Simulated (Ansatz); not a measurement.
bcc Nb, treated with r²SCAN+rVV10 (Ansatz, a program for electronic structure, PAW).

Settings: plane-wave cutoff 560 eV, 24×24×24 k mesh, Fermi–Dirac smearing 0.05 eV, no spin polarisation, scalar-relativistic PAW data made under PBE.

Computed at the level's own relaxed cell.

Give the computed equilibrium volume per atom, bulk modulus, lattice constant a and pressure derivative B′ of the bulk modulus.


equilibrium volume per atom: 17.87 Å³/atom
bulk modulus: 176 GPa
lattice constant a: 3.294 Å
pressure derivative B′ of the bulk modulus: 3.6

The run finds no gap.

Measured, for comparison: equilibrium volume per atom 17.87 Å³/atom, lattice constant a 3.294 Å (static lattice: zero-point anharmonic expansion removed; as tabulated in Mejia-Rodriguez and Trickey (2018), arXiv:1807.09216); bulk modulus 173 GPa (0 K value with the zero-point phonon effect removed; as tabulated in Mejia-Rodriguez and Trickey (2018), arXiv:1807.09216). Computed (rounded) less measured: equilibrium volume per atom 0.0 %, bulk modulus +2 %, lattice constant a 0.0 %.

Static lattice: no zero-point or thermal effects.

Cost on a shared machine: roughly 80 core-seconds.
